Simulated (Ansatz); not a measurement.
The input, for Ansatz 0.2.0:

```yaml
crystal:
  periodic: [false, false, false]
  atoms:
    - {symbol: Ge, position_ang: [0.000000, 0.000000, 0.000000]}
    - {symbol: O, position_ang: [0.000000, 0.000000, 1.685800]}
basis:
  gaussian: {orbitals: aug-cc-pVDZ}
magnetization: {spin_polarized: false, initial_magnetization: 2}
correlation: {method: bccd_t, electrons: outside_noble_gas}
scf: {lower_state_search: off}
```

```sh
$ ansatz run in.yaml --threads 1 --pin off --events-out ev --progress --plain --max-ram 2393MiB
```

Log:

```
these checks for a lower state are left out or cut short: stability, starts, cluster_reference, orbital_swaps, neighbouring_geometries, increment
629 factors; integrals over basis functions are off by at most 1.0e-3 eV
mean field evaluation 1: about -58502.1347 eV, gradient 3.8e1 eV
mean field evaluation 2: about -58502.1363 eV, gradient 3.8e1 eV
mean field evaluation 4: about -58506.5273 eV, gradient 3.2e0 eV
mean field evaluation 8: about -58506.8503 eV, gradient 8.9e-1 eV
mean field evaluation 16: about -58506.8651 eV, gradient 2.2e-2 eV
mean field evaluation 32: about -58506.8651 eV, gradient 2.9e-6 eV
mean field -58506.86509078 eV, -2150.0876347088 hartree, gradient 2.9e-6 eV, S^2 2.000000; 0 other end points of the search recorded, 0 dependent functions left out
15 core orbitals not correlated: weight in the atoms' cores, before any rotation towards them, 0.984 or more for the frozen orbitals, at most 0.015 for the correlated occupied ones
reference -58506.86509078 eV, -2150.0876347088 hartree; 6, 4 occupied and 38, 40 virtual orbitals, 629 factors
second order -6.36240648 eV of doubles, -0.16986431 eV of singles
cycle   1  -6.76860196 eV  change   -2.3e-1 eV  update   1.3e-1
cycle   2  -7.12021838 eV  change   -3.5e-1 eV  update   5.7e-2
cycle   3  -7.28634102 eV  change   -1.7e-1 eV  update   5.2e-2
cycle   4  -7.30699779 eV  change   -2.1e-2 eV  update   3.4e-2
cycle   5  -7.25183330 eV  change    5.5e-2 eV  update   2.3e-2
cycle   6  -7.25512985 eV  change   -3.3e-3 eV  update   1.0e-2
cycle   7  -7.22367766 eV  change    3.1e-2 eV  update   4.8e-3
cycle   8  -7.23095645 eV  change   -7.3e-3 eV  update   1.8e-3
cycle   9  -7.22503938 eV  change    5.9e-3 eV  update   1.1e-3
cycle  10  -7.22731563 eV  change   -2.3e-3 eV  update   5.6e-4
cycle  11  -7.22736585 eV  change   -5.0e-5 eV  update   3.3e-4
cycle  12  -7.22736355 eV  change    2.3e-6 eV  update   1.7e-4
cycle  13  -7.22720692 eV  change    1.6e-4 eV  update   9.0e-5
cycle  14  -7.22733464 eV  change   -1.3e-4 eV  update   4.9e-5
cycle  15  -7.22733605 eV  change   -1.4e-6 eV  update   2.1e-5
cycle  16  -7.22732515 eV  change    1.1e-5 eV  update   1.1e-5
perturbative correction -0.40006994 eV, -0.0147022990 hartree
Total energy: -58514.49248587 eV, -2150.3679363081 hartree
Checks for a lower state left out: stability, starts, cluster_reference, orbital_swaps, neighbouring_geometries, increment
```

Ran on 1 thread of Arm Neoverse V1, shared host: 2.4 s wall, 0.18 GiB peak host memory.
